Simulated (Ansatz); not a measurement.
We consider hcp Ti, described by r²SCAN+rVV10 (plane waves, PAW; Ansatz, a first-principles code).

Run with plane-wave cutoff 600 eV, 24×24×14 k mesh (along the axes of the cell as run), Fermi–Dirac smearing 0.033 eV (set by the program), no spin polarisation, scalar-relativistic PAW data made under PBE.

Computed at the level's own relaxed cell.

```yaml
crystal:
  lattice:
    - [2.92789, 0.00000, 0.00000]
    - [-1.46395, 2.53563, 0.00000]
    - [0.00000, 0.00000, 4.62568]
  atoms:
    - { symbol: Ti, position: [0.66667, 0.33333, 0.75000] }
    - { symbol: Ti, position: [0.33333, 0.66667, 0.25000] }
```

Problem. Give the elastic tensor (Voigt notation, GPa, ions relaxed, in the Cartesian axes of the cell as printed).

Solution. 
```
  190.2    91.3    78.5     0.0     0.0     0.0
   91.3   190.2    78.5     0.0     0.0     0.0
   78.5    78.5   195.4     0.0     0.0     0.0
    0.0     0.0     0.0    52.1     0.0     0.0
    0.0     0.0     0.0     0.0    52.1     0.0
    0.0     0.0     0.0     0.0     0.0    49.5
```

Measured, for comparison: elastic constant C11 176 GPa, elastic constant C12 87 GPa, elastic constant C44 51 GPa, elastic constant C33 191 GPa, elastic constant C13 68 GPa (4 K, zero-point motion not removed; as tabulated in Ferrari et al. (2019), arXiv:1905.01197). Computed (rounded) less measured: elastic constant C11 +8 %, elastic constant C12 +5 %, elastic constant C44 +2 %, elastic constant C33 +2 %, elastic constant C13 +15 %.

The computed numbers hold no vibrational or temperature effects.
